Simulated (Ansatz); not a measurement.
Relaxation of AlBH$_{4}$ (6 atoms, charge 0, multiplicity 1), to a largest force component of 0.02 eV/Å in at most 50 steps.

Theory: Ansatz 0.2.0, RKS B3LYP-D4/def2-SVP.

```xyz
6
Properties=species:S:1:pos:R:3
B 0.006 -1.152 0.046
Al 0.019 0.953 -0.037
H -0.914 -1.648 0.649
H 0.834 -1.732 -0.558
H 1.160 1.683 -0.904
H -1.062 1.832 0.759
```

Question: Where does it end, and by what steps?

Answer: The run converged. After 10 steps the energy has fallen by 0.287 eV; H4 moved furthest, 1.01 Å.

| step | energy less start (eV) | largest force component (eV/Å) | accepted |
| --- | --- | --- | --- |
| 0 | 0.0000 | 0.784 | yes |
| 1 | -0.0839 | 0.467 | yes |
| 2 | -0.0994 | 0.534 | yes |
| 3 | -0.1089 | 0.054 | yes |
| 4 | -0.1303 | 0.370 | yes |
| 5 | -0.1429 | 0.801 | yes |
| 6 | -0.2254 | 0.184 | yes |
| 7 | -0.2741 | 0.086 | yes |
| 8 | -0.2869 | 0.063 | yes |
| 9 | -0.2869 | 0.083 | no |
| 10 | -0.2874 | 0.007 | yes |

```xyz
6
Properties=species:S:1:pos:R:3
B -0.021 -1.124 0.033
Al 0.031 0.991 -0.046
H -0.977 -1.774 -0.327
H 0.906 -1.787 0.445
H 0.554 1.757 -1.343
H -0.451 1.873 1.192
```

Whether the end is a true minimum wasn't checked by a vibrational analysis.

Run time: 26 s on 1 thread of Intel(R) Xeon(R) Processor @ 2.50GHz (Skylake/Cascade Lake) (shared host), peak memory 0.12 GiB.
